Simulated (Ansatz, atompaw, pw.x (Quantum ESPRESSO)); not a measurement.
Equation-of-state test of one PAW (atompaw) potential (Cu)

* Element: copper
* Generator: atompaw 4.2.0.5
* Type: PAW
* Functional: PBE
* Relativity: scalar-relativistic
* Frozen core: [Ar]
* Valence charge: 11
* Reference configuration: 3d10 4s1 4p0
* Partial waves: 4s (bound): rc 2.75 bohr; 4s channel at 4.9 Ry: rc 3.00 bohr; 4p (bound, empty): rc 3.00 bohr; 4p channel at 2.55 Ry: rc 3.00 bohr; 3d (bound): rc 1.35 bohr; 3d channel at -0.05 Ry: rc 1.35 bohr
* Local potential: bessel scheme, radius 3.00 bohr
* Core correction: smooth core density matched at 2.95 bohr
* Augmentation charge: besselshape compensation charge, radius 1.34 bohr; PAW radius 3.00 bohr; waves and projectors: custom rrkj gramschmidtortho

Atomic tests: cutoffs needed: 60 Ry and 110 Ry (the cutoffs (Ry, on a coarse ladder) from which the occupation-weighted sum of valence levels, in a spherical-Bessel basis at the reference potential, stays within 10 and 1 mRy of its value at 400 Ry); ghost test: no extra level below or beside the all-electron valence levels (s, p, d, f tested) (spherical-Bessel basis up to 400 Ry, 20 bohr box); lowest eigenvalue of the overlap operator: 0.12 (s channel).

Crystal test: fcc Cu in pw.x 7.5, no spin, 15³ k-points, Fermi–Dirac smearing 0.01 Ry, cutoffs 135/900 Ry. The reference is all-electron LAPW (Ansatz 0.2.0) with the same functional, mesh and smearing; V0 and B0 come from Birch–Murnaghan fits to the pressures at five volumes. Errors are pseudo minus all-electron; Δ is the rms difference of the E(V) curves that follow from these fits, minima aligned, over ±6 % about the mean V0. Mesh and smearing are coarse, so the numbers serve the comparison and aren't converged zero-temperature values; the lattice is a test structure that the element need not adopt.

All-electron: a0 = 3.629 Å (V0 = 11.95 Å³/atom), B0 = 140.8 GPa.

**Question.** How far does the potential miss the all-electron equation of state?

**Answer.** mean pressure error (GPa): +8.45; a0 (Å): 3.692; a0 error (%): +1.73; B0 error (%): +2.4; Δ (meV/atom): 20.0. The largest radius (3.00 bohr) exceeds half the bond length (2.43 bohr), so the spheres overlap, which is one possible source of error among others. This is a poor potential for the solid.

| V (Å³/atom) | P all-electron (GPa) | P pseudo (GPa) |
| --- | --- | --- |
| 11.403 | 7.47 | 18.35 |
| 11.703 | 3.14 | 12.65 |
| 12.003 | -0.58 | 7.73 |
| 12.303 | -3.78 | 3.45 |
| 12.603 | -6.53 | -0.20 |

**Question.** At the middle volume, how do free energy and pressure move when the wave cutoff is lowered (ecutrho held at 900 Ry)?

**Answer.**

| cutoff (Ry) | shift of F (meV/atom) | shift of P (GPa) |
| --- | --- | --- |
| 61 | +117.7 | -2.31 |
| 81 | +60.8 | -3.37 |
| 108 | +5.5 | +0.38 |

The run at the middle volume (120 k-points, 9 iterations) took about 22 s on one core of a shared host (AMD EPYC 9R45, 96 threads, 742 GiB, load 104).
